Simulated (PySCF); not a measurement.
Method: PBE-D3(BJ)/def2-TZVP // PBE0-D3(BJ)/def2-TZVP in PySCF 2.14.0. Gas-phase values, no solvent. 

Reference species (SMILES): `[SiH3]` (neutral, multiplicity 2).

The dipole moment is 0.03 D.

Changed species: `[CH2]C` (radical fragment; the reference has radical fragment).

**Question.** Predict the effect on the dipole moment.

**Answer.** the dipole moment rises by 0.32 D, to 0.35 D.
